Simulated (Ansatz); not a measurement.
The same path of AlClH4O (7 atoms, charge 0, multiplicity 1) was run twice with different band settings. Lost on the way: Al1–H2, O5–H7. Made: H2–H7.

Level of theory: Ansatz, RKS PBE0-D4/def2-SVP.

Relaxed end points:

```xyz
7
Properties=species:S:1:pos:R:3
Al 0.053 0.037 0.113
H 0.040 0.710 1.557
Cl 1.823 0.369 -1.034
H -1.280 -0.210 -0.724
O 0.289 -1.859 0.716
H -0.372 -2.501 0.427
H 0.491 -2.024 1.646
```

```xyz
7
Properties=species:S:1:pos:R:3
Al 0.072 -0.621 -0.268
H 0.358 0.278 1.853
Cl 1.782 0.483 -0.796
H -1.354 0.019 -0.454
O 0.326 -2.254 0.132
H -0.348 -2.927 0.228
H 0.207 -0.457 2.006
```

Common settings: movable images 7; climbing image yes; spring 5.0 eV/Å²; optimiser quadratic models (default); start path through a guess of the saddle point; force threshold 0.05 eV/Å; end points relaxed.

| run | iteration limit |
| --- | --- |
| 1 | 60 |
| 2 | 10 |

Task: What does each run give, and how far can it be trusted?

Result: Run 1: converged after 8 iterations, highest image 0.723 eV above the first end. A vibrational analysis at the climbing image gives one clearly imaginary mode, 1204i cm⁻¹: a first-order saddle point.
Run 2: converged after 8 iterations, highest image 0.723 eV above the first end. Another band between the same ends (7 images) ends at a top of the same energy, where a vibrational analysis finds 1 clearly imaginary mode.
The orbitals stay closed-shell, which can raise the energy where a bond breaks towards radicals; this wasn't checked here.
